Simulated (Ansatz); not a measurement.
CsCl-type TlCl: PBE at its full settings (plane-wave cutoff 520 eV, 10×10×10 k mesh, Fermi–Dirac smearing 0.01 eV, scalar-relativistic PAW data made under PBE) and at cheaper ones, in a cell of 2 atoms with Γ-centred meshes.

| level and setting | lattice constant a (Å) | bulk modulus (GPa) |
|---|---|---|
| PBE (Ansatz) | 3.900 | 22.1 |
| PBE (Γ point alone) (Ansatz) | 3.678 | 42.7 |
| PBE (2×2×2 k mesh) (Ansatz) | 4.039 | 19.0 |
| PBE (4×4×4 k mesh) (Ansatz) | 3.904 | 22.1 |
| PBE (6×6×6 k mesh) (Ansatz) | 3.900 | 22.1 |
| PBE (Fermi-Dirac smearing of 0.3 eV) (Ansatz) | 3.900 | 22.0 |

Largest shifts from the full settings: lattice constant a -5.69 % (PBE (Γ point alone)), against a difference of +1.51 % of the full result from the reference 3.842 Å (measured, temperature not stated, not corrected to a static lattice; as tabulated in Wikipedia's data pages); bulk modulus +93 % (PBE (Γ point alone)).

Ansatz's density-functional and Hartree–Fock values are scalar-relativistic unless marked +SOC, with PAW data made under PBE.

Run with cheap settings on purpose, which may leave them unconverged: PBE (2×2×2 k mesh), PBE (4×4×4 k mesh), PBE (6×6×6 k mesh), PBE (Fermi-Dirac smearing of 0.3 eV), PBE (Γ point alone).

Ansatz is an electronic-structure program.
